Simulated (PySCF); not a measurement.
Compound: FH3P (charge +1).
InChI=1S/FH3P/c1-2/h2H3/q+1

Theory: MP2 and CCSD/aug-cc-pVDZ in PySCF, restricted Hartree–Fock reference, frozen core, non-relativistic, gas phase, PBE0-D3(BJ)/def2-SVP geometry.

E(HF) = -441.65970 Eh.

(1) How large is the problem?

(2) What are the MP2 and CCSD correlation energies?

(3) What is the T1 diagnostic?

Answers

(1) 77 basis functions and 26 electrons; 6 orbitals frozen, which leaves o = 7 correlated occupied and v = 64 virtual orbitals. That is o·v = 448 singles and o·v(o·v + 1)/2 = 100576 distinct closed-shell doubles amplitudes before symmetry; the costliest CCSD step grows as o²v⁴ = 8.2 × 10^8.

(2) MP2 -0.3281 Eh and CCSD -0.3522 Eh, which gives totals of -441.98783 and -442.01190 Eh. That is 0.685 eV for each correlated electron at CCSD (925 kJ/mol in all, 0.080 % of the total energy); MP2 gives 93.2 % of the CCSD value.

(3) 0.0129, below the customary warning level of 0.02. It is the norm of the spatial-orbital singles amplitudes over the root of the number of correlated electrons, so the norm is 0.048.

Connected triples and the basis-set limit are missing.

The job also held the EOM ionisation and excitation roots. Hardware: one thread of an Intel Xeon Platinum 8488C, no GPU (shared host). Cost: 65 s, 0.44 GiB resident at most.
